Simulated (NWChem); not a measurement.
# One shape, several levels: SiN2H6 (SMILES NN[SiH3])

Aim: a comparison of 6 runs (SVWN5/6-311+G**, B3LYP/6-311+G**, PBE/6-311+G**, PBE0/6-311+G**, MP2/6-311+G**, CCSD(T)/6-311+G**) of SiN2H6. 

Program for the calculation: NWChem 7.3.0.

1 further run of the same task is left out (set aside as unsound or not needed).

**1. The molecule**

SiN2H6: 9 atoms, total charge 0, spin state singlet. SMILES: `NN[SiH3]`. Geometry: relaxed at PBE0-D4/def2-TZVP. This is one conformer, not always the lowest.

Bond lengths: N1–N2 1.407 Å, N2–Si3 1.714 Å, N1–H4 1.014 Å, N1–H5 1.013 Å, N2–H6 1.005 Å, Si3–H7 1.494 Å, Si3–H8 1.491 Å, Si3–H9 1.486 Å. Some angles: N1–N2–Si3 123.5°, N1–N2–H6 112.1°, Si3–N2–H6 123.5°, N2–N1–H4 110.8°, N2–N1–H5 110.1°, N2–Si3–H7 112.3°, N2–Si3–H8 110.9°, N2–Si3–H9 107.1°, H4–N1–H5 108.5°, H7–Si3–H8 106.4°.

**2. Energy and forces at SVWN5/6-311+G(d,p) (run 1)**

File run.py:

```python
from ase import Atoms
from ase.calculators.nwchem import NWChem

mol = Atoms(['N', 'N', 'Si', 'H', 'H', 'H', 'H', 'H', 'H'], positions=[
    [-0.558800, 0.925000, -1.203100],
    [-0.285500, 0.708200, 0.159700],
    [0.408400, -0.736600, 0.767500],
    [0.267900, 0.761300, -1.767500],
    [-1.290500, 0.297600, -1.515600],
    [-0.377500, 1.549300, 0.701800],
    [1.729200, -1.040000, 0.139600],
    [-0.469800, -1.907300, 0.484500],
    [0.576500, -0.557300, 2.233000],
])

calc = NWChem(
    label='mymol',
    theory='dft',
    memory='2200 mb',
    basis='6-311+G**',
    basispar='spherical bse',
    dft={'xc': 'slater vwn_5', 'mult': '1', 'grid': 'fine', 'convergence': 'energy 1e-08', 'iterations': '100', 'mulliken': None, 'print': 'low'},
)
mol.calc = calc

forces = mol.get_forces()
e = mol.get_potential_energy()
print(f"E = {e:.6f} eV")
print("forces (eV/A):")
for s, f in zip(mol.symbols, forces):
    print(f"{s:2s} {f[0]:10.5f} {f[1]:10.5f} {f[2]:10.5f}")
```

On the command line:

```sh
export ASE_NWCHEM_COMMAND="nwchem PREFIX.nwi > PREFIX.nwo"
python run.py
```

Standard output:

```text
E = -10898.951277 eV
forces (eV/A):
N     0.04469    0.15992    0.61475
N    -0.06417   -0.15627   -0.52353
Si    0.00586   -0.03939    0.01095
H     0.46794    0.00288   -0.33311
H    -0.46943   -0.27716   -0.17581
H    -0.06340    0.47612    0.34736
H     0.21170   -0.03445   -0.11153
H    -0.15118   -0.17710   -0.05178
H     0.01805    0.04551    0.22271
```

The calculator wrote mymol.nwi:

```
title "mymol"

permanent_dir mymol

scratch_dir mymol

start mymol

geometry units angstrom nocenter noautosym noautoz
  N  -5.5879999999999996e-01 9.2500000000000004e-01 -1.2031000000000001e+00
  N  -2.8549999999999998e-01 7.0820000000000005e-01 1.5970000000000001e-01
  Si 4.0839999999999999e-01 -7.3660000000000003e-01 7.6749999999999996e-01
  H  2.6790000000000003e-01 7.6129999999999998e-01 -1.7675000000000001e+00
  H  -1.2905000000000000e+00 2.9759999999999998e-01 -1.5156000000000001e+00
  H  -3.7750000000000000e-01 1.5492999999999999e+00 7.0179999999999998e-01
  H  1.7292000000000001e+00 -1.0400000000000000e+00 1.3960000000000000e-01
  H  -4.6980000000000000e-01 -1.9073000000000000e+00 4.8449999999999999e-01
  H  5.7650000000000001e-01 -5.5730000000000002e-01 2.2330000000000001e+00
end

memory 2200 mb

basis spherical bse noprint
   * library 6-311+G**
end

dft
  xc slater vwn_5
  mult 1
  grid fine
  convergence energy 1e-08
  iterations 100
  mulliken
  print low
end

task dft gradient
```

mymol.nwo:

```text
Northwest Computational Chemistry Package (NWChem) 7.3.0
             --------------------------------------------------------

           Job information
           ---------------

    nwchem branch   = 7.3.0
    use scalapack   = T
    input           = mymol.nwi
    prefix          = mymol.
    data base       = mymol/mymol.db
    status          = startup
    nproc           =        1

           Memory information
           ------------------

    heap     =     72089594 doubles =      550.0 Mbytes
    stack    =     72089599 doubles =      550.0 Mbytes
    global   =    144179200 doubles =     1100.0 Mbytes (distinct from heap & stack)
    total    =    288358393 doubles =     2200.0 Mbytes
    verify   = yes
    hardfail = no

[... 37 lines left out ...]
            Nuclear Dipole moment (a.u.)
[... 75 lines left out ...]
   convergence    iter        energy       DeltaE   RMS-Dens  Diis-err    time
[... 14 lines left out ...]
         Total DFT energy =     -400.529075103211
      One electron energy =     -786.333647539006
           Coulomb energy =      303.448892760435
    Exchange-Corr. energy =      -34.821984301118
 Nuclear repulsion energy =      117.177663976478
[... 29 lines left out ...]
                         DFT ENERGY GRADIENTS

    atom               coordinates                        gradient
                 x          y          z           x          y          z
   1 N      -1.055979   1.747997  -2.273529   -0.000869  -0.003110  -0.011955
   2 N      -0.539517   1.338304   0.301789    0.001248   0.003039   0.010181
   3 Si      0.771764  -1.391972   1.450365   -0.000114   0.000766  -0.000213
[... 5 lines of this table left out ...]
   9 H       1.089427  -1.053144   4.219758   -0.000351  -0.000885  -0.004331

 Task  times  cpu:       21.4s     wall:       21.4s
 Total times  cpu:       21.4s     wall:       21.4s
```

It took 23 s on 1 thread of Intel Xeon Platinum 8488C (Sapphire Rapids), shared host; peak memory 0.12 GiB.

**3. Energy and forces at B3LYP/6-311+G(d,p) (run 2)**

File h6n2si.xyz:

```xyz
9
H6N2Si B3LYP
N     -0.558800     0.925000    -1.203100
N     -0.285500     0.708200     0.159700
Si     0.408400    -0.736600     0.767500
H      0.267900     0.761300    -1.767500
H     -1.290500     0.297600    -1.515600
H     -0.377500     1.549300     0.701800
H      1.729200    -1.040000     0.139600
H     -0.469800    -1.907300     0.484500
H      0.576500    -0.557300     2.233000
```

File run.py:

```python
from ase.io import read
from ase.calculators.nwchem import NWChem

atoms = read('h6n2si.xyz')

calc = NWChem(
    label='h6n2si',
    theory='dft',
    memory='2200 mb',
    basis='6-311+G**',
    basispar='spherical bse',
    dft={'xc': 'b3lyp', 'mult': '1', 'grid': 'fine', 'convergence': 'energy 1e-08', 'iterations': '100', 'mulliken': None},
)
atoms.calc = calc

forces = atoms.get_forces()
print("Total energy (eV):", round(atoms.get_potential_energy(), 6))
print("forces (eV/A):")
for s, f in zip(atoms.symbols, forces):
    print(f"{s:2s} {f[0]:10.5f} {f[1]:10.5f} {f[2]:10.5f}")
print("dipole (e A):", atoms.get_dipole_moment().round(4))
```

On the command line:

```sh
export ASE_NWCHEM_COMMAND="nwchem PREFIX.nwi > PREFIX.nwo"
python run.py
```

Standard output:

```text
Total energy (eV): -10956.542596
forces (eV/A):
N    -0.10099    0.10937   -0.41030
N    -0.04278    0.18939    0.26683
Si    0.20620   -0.43637    0.26457
H     0.08983    0.03615   -0.10752
H    -0.12213   -0.03039   -0.06474
H    -0.02463    0.11565    0.06824
H    -0.01188    0.00663    0.00036
H     0.00792    0.01203    0.00015
H    -0.00154   -0.00252   -0.01759
dipole (e A): [ 0.0471 -0.0826 -0.0448]
```

The calculator wrote h6n2si.nwi:

```
title "h6n2si"

permanent_dir h6n2si

scratch_dir h6n2si

start h6n2si

geometry units angstrom nocenter noautosym noautoz
  N  -5.5879999999999996e-01 9.2500000000000004e-01 -1.2031000000000001e+00
  N  -2.8549999999999998e-01 7.0820000000000005e-01 1.5970000000000001e-01
  Si 4.0839999999999999e-01 -7.3660000000000003e-01 7.6749999999999996e-01
  H  2.6790000000000003e-01 7.6129999999999998e-01 -1.7675000000000001e+00
  H  -1.2905000000000000e+00 2.9759999999999998e-01 -1.5156000000000001e+00
  H  -3.7750000000000000e-01 1.5492999999999999e+00 7.0179999999999998e-01
  H  1.7292000000000001e+00 -1.0400000000000000e+00 1.3960000000000000e-01
  H  -4.6980000000000000e-01 -1.9073000000000000e+00 4.8449999999999999e-01
  H  5.7650000000000001e-01 -5.5730000000000002e-01 2.2330000000000001e+00
end

memory 2200 mb

basis spherical bse noprint
   * library 6-311+G**
end

dft
  xc b3lyp
  mult 1
  grid fine
  convergence energy 1e-08
  iterations 100
  mulliken
end

task dft gradient
```

h6n2si.nwo:

```text
Northwest Computational Chemistry Package (NWChem) 7.3.0
             --------------------------------------------------------

           Job information
           ---------------

    nwchem branch   = 7.3.0
    use scalapack   = T
    input           = h6n2si.nwi
    prefix          = h6n2si.
    data base       = h6n2si/h6n2si.db
    status          = startup
    nproc           =        1

           Memory information
           ------------------

    heap     =     72089594 doubles =      550.0 Mbytes
    stack    =     72089599 doubles =      550.0 Mbytes
    global   =    144179200 doubles =     1100.0 Mbytes (distinct from heap & stack)
    total    =    288358393 doubles =     2200.0 Mbytes
    verify   = yes
    hardfail = no

[... 105 lines left out ...]
  convergence criterion.
[... 40 lines left out ...]
          Spatial weights used:  Erf1
[... 74 lines left out ...]
         Total DFT energy =     -402.645517067176
[... 3 lines left out ...]
 Nuclear repulsion energy =      117.177663976478
[... 846 lines left out ...]
          Convergence on gradient requested:  5.00D-04
[... 27 lines left out ...]
          total energy or number of iterations.
[... 26 lines left out ...]
                         DFT ENERGY GRADIENTS

    atom               coordinates                        gradient
                 x          y          z           x          y          z
   1 N      -1.055979   1.747997  -2.273529    0.001964  -0.002127   0.007979
   2 N      -0.539517   1.338304   0.301789    0.000832  -0.003683  -0.005189
   3 Si      0.771764  -1.391972   1.450365   -0.004010   0.008486  -0.005145
[... 5 lines of this table left out ...]
   9 H       1.089427  -1.053144   4.219758    0.000030   0.000049   0.000342

                 ----------------------------------------
                 |  Time  |  1-e(secs)   |  2-e(secs)   |
                 ----------------------------------------
                 |  CPU   |       0.01   |       3.57   |
                 ----------------------------------------
                 |  WALL  |       0.01   |       3.57   |
                 ----------------------------------------

 Task  times  cpu:       28.9s     wall:       28.9s
 Total times  cpu:       28.9s     wall:       28.9s
```

Wall time 30 s (1 thread of Intel Xeon Platinum 8488C (Sapphire Rapids), shared host); peak memory 0.13 GiB.

Runs 3 to 5 aren't shown in full; the table further down has their settings and results.

**4. The energy at CCSD(T)/6-311+G(d,p) (run 6)**

File m1.nw:

```
start m1
title "H6N2Si"
memory stack 880 mb heap 220 mb global 1100 mb

geometry units angstroms noautosym nocenter noautoz
   N       -0.558800       0.925000      -1.203100
   N       -0.285500       0.708200       0.159700
   Si       0.408400      -0.736600       0.767500
   H        0.267900       0.761300      -1.767500
   H       -1.290500       0.297600      -1.515600
   H       -0.377500       1.549300       0.701800
   H        1.729200      -1.040000       0.139600
   H       -0.469800      -1.907300       0.484500
   H        0.576500      -0.557300       2.233000
end

basis "ao basis" spherical bse
   * library 6-311+G**
end

scf
   thresh 1e-08
   maxiter 80
   print low
end

ccsd
   freeze core 7
   maxiter 60
end

task ccsd(t) energy
```

On the command line:

```sh
nwchem m1.nw > m1.out
```

Standard output:

```text
[...]
  functions       =   110
[...]
  wavefunction    = RHF
[...]
         Total SCF energy =   -401.334230878173
      One-electron energy =   -786.053988448960
      Two-electron energy =    267.542093594309
 Nuclear repulsion energy =    117.177663976478
        Time for solution =     18.4s
[...]
 Total MP2 energy:           -401.810251477676047
[...]
             energy      energy      error      ampl     ampl      Block
                                                time     time      time
[...]
 Total CCSD energy:           -401.848540731558558
[...]
 Total CCSD+T(CCSD) energy:           -401.864527628429300
[...]
 Total CCSD(T) energy:                -401.864004383962481
[...]
```

It took 3.8 min on 1 thread of Intel Xeon Platinum 8488C (Sapphire Rapids), shared host; peak memory 0.35 GiB.

**5. All runs side by side**

```
run              level  integration grid  iteration cap  energy (Eh)  largest force (eV/Å)  wall time
  1    SVWN5/6-311+G**              fine            100  -400.529075                 0.637       23 s
  2    B3LYP/6-311+G**              fine            100  -402.645517                 0.550       30 s
  3      PBE/6-311+G**              fine            100  -402.325672                 0.514       32 s
  4     PBE0/6-311+G**              fine            100  -402.361967                 0.314       25 s
  5      MP2/6-311+G**                 –             80  -401.810251                 0.659       50 s
  6  CCSD(T)/6-311+G**                 –             80  -401.864004                     –    3.8 min
```

**6. Outcome**

| quantity | value |
| --- | --- |
| run 6: total energy | -401.86400 Eh |
| run 6: correlation energy (7 core orbitals frozen) | -529.8 mEh |
| run 6: (T) correction | -15.46 mEh |

**Reading.** Over runs 2, 3, 4, 5 the dipole moment (its size) runs from 0.45 D (PBE/6-311+G**) to 0.54 D (MP2/6-311+G**). Over runs 2, 3, 4 the HOMO–LUMO gap runs from 4.88 eV (PBE/6-311+G**) to 6.96 eV (PBE0/6-311+G**). Totals of different functionals can't be ranked against each other. All runs together took 6.4 min, the longest 3.8 min.
